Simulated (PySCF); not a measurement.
Species: diacetylene, C₄H₂.
Numbering: `[CH:1]#[C:2][C:3]#[CH:4]` (hydrogens: H5 on C1; H6 on C4)

Method: PySCF, CAM-B3LYP/6-31+G* geometry optimisation, gas phase; density fitting, grid level 1; the optimiser is geomeTRIC in internal coordinates, started from a GFN2-xTB structure.

Step 0: E = -4173.9381 eV
```
atom  x, y, z in Å  |  force x, y, z in eV/Å
C1      1.8584    0.3084    0.0732   -0.482  -0.067   0.008
C2      0.6710    0.1126    0.1042    0.476   0.054   0.004
C3     -0.6701   -0.1117    0.1428   -0.478  -0.052  -0.006
C4     -1.8575   -0.3070    0.1755    0.485   0.063  -0.003
H5      2.8920    0.4817    0.0481    0.813   0.133  -0.023
H6     -2.8906   -0.4820    0.2076   -0.814  -0.131   0.020
```

**Question.** Estimate the geometry and energy of step 1. (The exact step hangs on the optimiser's Hessian estimate; all steps are aligned on step 0, rigid shifts and turns removed.)

**Answer.** E = -4173.9604 eV, largest force 0.168 eV/Å
```
atom  x, y, z in Å  |  force x, y, z in eV/Å
C1      1.8687    0.3092    0.0721    0.153   0.057   0.030
C2      0.6794    0.1140    0.1085   -0.109  -0.079  -0.069
C3     -0.6780   -0.1157    0.1411    0.108   0.081   0.072
C4     -1.8676   -0.3088    0.1787   -0.154  -0.058  -0.034
H5      2.9227    0.4886    0.0454   -0.074  -0.020  -0.004
H6     -2.9220   -0.4853    0.2056    0.074   0.017   0.005
```

The energy changes by -0.0223 eV. The first-order estimate −F·Δx gives -0.0500 eV and the mean of the old and new forces, exact on a quadratic surface, -0.0228 eV. The step makes an angle of 48° with the force vector and moves no atom by more than 0.032 Å.

The cost below is that of the whole optimisation. The run took 6.0 s on one thread of an Arm Neoverse V1, shared host with 32 logical CPUs at a one-minute load of 25, and the process peaked at 0.39 GiB of memory.
